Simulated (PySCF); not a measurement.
# PH3 (phosphine): QCISD(T)/6-31G

What is the energy change on altering one bond length of PH3 (phosphine) at QCISD(T)/6-31G? The job is set up through a Python script.

The calculation is run with PySCF 2.14.0.

6 further runs of the same task are left out: 6 set aside as unsound or not needed.

### Step 1. The structure to begin with

PH3 has 4 atoms, charge 0, and is taken as a singlet. SMILES: `P`. Geometry: relaxed at PBE0-D4/def2-TZVP.

Bond lengths: P1–H2 1.420 Å, P1–H3 1.420 Å, P1–H4 1.420 Å. Angles: H2–P1–H3 93.1°, H2–P1–H4 93.1°, H3–P1–H4 93.1°.

### Step 2. A single-point energy at QCISD(T)/6-31G

input.py reads:

```python
# P
from pyscf import gto, cc

system = gto.M(
    atom='''
P      0.346000    -0.326500    -0.332800
H      0.630900    -0.034000     1.027000
H     -1.005500    -0.663000    -0.057200
H      0.028700     1.023500    -0.636900
''',
    basis='6-31g',
    verbose=3,
    max_memory=1860,
    spin=0,
)

calc0 = system.RHF()
calc0.conv_tol = 1e-10
calc0.kernel()
if not calc0.converged:
    calc0 = calc0.newton().run(calc0.mo_coeff, calc0.mo_occ)

mycc = cc.QCISD(calc0, frozen=5)
mycc.kernel()
e_t = mycc.qcisd_t()
energy = mycc.e_tot + e_t
print('E = %.10f Eh' % energy)
```

Started as:

```console
$ OMP_NUM_THREADS=1 python input.py
```

Log:

```text
converged SCF energy = -342.395714304115
E(QCISD) = -342.4806703237693  E_corr = -0.08495601965392799
QCISD(T) correction = -0.000772302434540559
E = -342.4814426262 Eh
```

Wall time 0.7 s (1 thread of Arm Neoverse V2, shared host); peak memory 0.12 GiB.

### Step 3. The distorted shape at the same level

start.xyz reads:

```xyz
4

P      0.726755    -1.946477     0.032115
H      1.011655    -1.653977     1.391915
H     -0.624745    -2.282977     0.307715
H      0.028700     1.023500    -0.636900
```

run.py reads:

```python
from pyscf import gto, scf, cc

molecule = gto.Mole()
molecule.atom = 'start.xyz'
molecule.verbose = 3
molecule.spin = 0
molecule.basis = '6-31g'
molecule.max_memory = 1860
molecule.build()

mf = scf.RHF(molecule)
mf.conv_tol = 1e-10
mf.kernel()
if not mf.converged:
    mf = mf.newton().run(mf.mo_coeff, mf.mo_occ)

mycc = cc.QCISD(mf, frozen=5)
mycc.kernel()
e_t = mycc.qcisd_t()
e_tot = mycc.e_tot + e_t
print('E(%s) = %.9f' % ('QCISD(T)', e_tot))
```

Started as:

```console
$ OMP_NUM_THREADS=1 python run.py
```

Log:

```text
converged SCF energy = -342.20875005989
E(QCISD) = -342.3762761131722  E_corr = -0.1675260532826381
QCISD(T) correction = -0.00444375413527357
E(QCISD(T)) = -342.380719867
```

Wall time 0.64 s (1 thread of Arm Neoverse V2, shared host); peak memory 0.1 GiB.

### Step 4. What came out

At QCISD(T)/6-31G, 5 core orbitals frozen:

| quantity | value |
| --- | --- |
| first shape: total energy | -342.48144 Eh |
| first shape: dipole moment (Hartree–Fock density) | 1.22 D |
| first shape: HOMO energy (Hartree–Fock orbitals) | -10.53 eV |
| first shape: LUMO energy (Hartree–Fock orbitals) | 4.57 eV |
| first shape: HOMO–LUMO gap (Hartree–Fock orbitals) | 15.10 eV |
| first shape: correlation energy (5 core orbitals frozen) | -85.7 mEh |
| first shape: (T) correction | -0.77 mEh |
| first shape: T1 diagnostic | 0.006 |
| distorted shape: total energy | -342.38072 Eh |
| distorted shape: dipole moment (Hartree–Fock density) | 2.25 D |
| distorted shape: HOMO energy (Hartree–Fock orbitals) | -8.26 eV |
| distorted shape: LUMO energy (Hartree–Fock orbitals) | -1.56 eV |
| distorted shape: HOMO–LUMO gap (Hartree–Fock orbitals) | 6.70 eV |
| distorted shape: correlation energy (5 core orbitals frozen) | -172.0 mEh |
| distorted shape: (T) correction | -4.44 mEh |
| distorted shape: T1 diagnostic | 0.046 |
| energy change with the P1–H4 bond stretched from 1.420 to 3.123 Å | 2.741 eV |

In words: One bond (distorted shape) is far stretched, which a spin-restricted single reference describes badly; perturbation theory on it can break down and give far too much correlation. With the P1–H4 bond stretched from 1.420 to 3.123 Å the energy rises by 2.74 eV (264 kJ/mol). The first shape isn't relaxed at this level, so the change isn't measured from a minimum. A restricted reference can't describe the breaking bond well at this length. Mulliken charges (first shape) of the mean-field density run from -0.05 on H2 to +0.16 on P1; they depend strongly on the basis. The triples (first shape) make up 0.9 % of the correlation energy. The T1 diagnostic (distorted shape) of 0.046 is above the customary mark for such species, so a single reference may not serve. Mulliken charges (distorted shape) of the mean-field density run from -0.08 on H4 to +0.24 on P1.
